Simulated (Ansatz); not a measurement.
CO₂, SMILES O=C=O: the interaction energy of a dimer with the counterpoise correction, run with Ansatz 0.2.0, Python API.

Script `dimer_co2.py`:
```python
import ansatz as az

FIRST = [
    ("O", (0.3674, -1.0795, 0.0872)),
    ("C", (0.0002, 0.0001, 0.0001)),
    ("O", (-0.3675, 1.0794, -0.0873)),
]
SECOND = [
    ("O", (-2.6128, -0.8256, 1.6939)),
    ("C", (-3.4977, -1.5111, 1.4594)),
    ("O", (-4.3822, -2.197, 1.2246)),
]

def energy(atoms, ghosts=()):
    molecule = az.Crystal.molecule()
    for symbol, xyz in atoms:
        molecule = molecule.atom(symbol, xyz)
    calc = (
        molecule.calculation()
        .basis(gaussian="def2-SVP")
        .functional("pbe0")
    )
    deck = calc.input()
    if ghosts:
        deck = deck.set(az.key.basis.gaussian.ghost_atoms, [{"symbol": s, "position_ang": list(xyz)} for s, xyz in ghosts])
    return az.Session.from_dict(deck).plan().execute().report["free_energy_ev"]


def main() -> None:
    both = energy(FIRST + SECOND)
    alone = energy(FIRST) + energy(SECOND)
    ghosted = energy(FIRST, SECOND) + energy(SECOND, FIRST)
    print(f"dimer {both:.6f} eV")
    print(f"interaction, uncorrected   {96.485332 * (both - alone):8.3f} kJ/mol")
    print(f"interaction, counterpoise  {96.485332 * (both - ghosted):8.3f} kJ/mol")
    print(f"basis-set superposition    {96.485332 * (alone - ghosted):8.3f} kJ/mol")


if __name__ == "__main__":
    main()
```

How large is the interaction at this pose, and how much of it is basis-set superposition?

Uncorrected it is -4.384 kJ/mol, with the counterpoise correction -2.255 kJ/mol; the difference, 2.13 kJ/mol, is the superposition error.

The output:

```console
$ python dimer_co2.py
dimer -10244.717988 eV
interaction, uncorrected     -4.384 kJ/mol
interaction, counterpoise    -2.255 kJ/mol
basis-set superposition       2.128 kJ/mol
```

Reading the output:
- Total energies depend on the basis set; only differences at equal settings carry meaning.
- The dimer is a generated trial pose of unrelaxed monomers, not a minimum, so the figure is no binding energy, and the basis set is small.
- This level lacks the dispersion part of the attraction (electrostatics and induction are there), which can decide the sign where the interaction is weak.
- It ran for 5.1 s on 1 thread of Arm Neoverse V1, on a shared host, peak memory 0.2 GiB.
